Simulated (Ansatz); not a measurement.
```yaml
crystal:
  periodic: [false, false, false]
  atoms:
    - {symbol: Ag, position_ang: [0.001352, 0.299678, -0.130943]}
    - {symbol: O, position_ang: [-0.020968, 2.055162, 0.165771]}
    - {symbol: Cl, position_ang: [0.005348, -1.839254, 0.323593]}
basis:
  gaussian: {orbitals: def2-TZVP}
magnetization: {spin_polarized: true, initial_magnetization: 2}
hamiltonian: {xc: pbe0}
relax: {f_tol: 0.004, max_steps: 80}
```

```sh
$ ansatz run in.yaml --threads 1 --pin off --events-out ev --progress --plain --max-ram 2176MiB
```

Steps of the relaxation (energy above the last step; positions in Å, forces in eV/Å):

```
3
step 1, 307.2 meV
Ag    0.001    0.300   -0.131    0.027   -2.630   -0.224
O    -0.021    2.055    0.166   -0.034    3.252    0.298
Cl    0.005   -1.839    0.324    0.007   -0.623   -0.074
```

```
3
step 2, 58.7 meV
Ag   -0.002    0.288   -0.010    0.005   -1.189    0.164
O    -0.020    2.147    0.095   -0.008    1.162   -0.057
Cl    0.007   -1.920    0.273    0.003    0.027   -0.107
```

```
3
step 3, 11.0 meV
Ag   -0.007    0.274    0.185    0.004   -0.059   -0.133
O    -0.017    2.215   -0.015   -0.001   -0.200    0.081
Cl    0.010   -1.973    0.188   -0.004    0.259    0.052
```

```
3
step 5, 0.0 meV
Ag   -0.005    0.269    0.116    0.000    0.009   -0.003
O    -0.018    2.199    0.023    0.000   -0.001    0.002
Cl    0.009   -1.953    0.219    0.000   -0.008    0.002
```

```
3
step 6, 0.0 meV
Ag   -0.005    0.269    0.115    0.000    0.000    0.000
O    -0.018    2.199    0.024    0.000    0.000    0.000
Cl    0.009   -1.953    0.220    0.000    0.000    0.000
```

Close pairs at the end: Ag1–O2 1.932 Å, Ag1–Cl3 2.225 Å.

A stationary point of unrestricted PBE0 after 6 steps, with ⟨S²⟩ = 2.016 against 2.00 for a pure state; no frequencies were run, so it isn't proven a minimum. 2.7 min on 1 thread of Arm Neoverse N1, shared host.
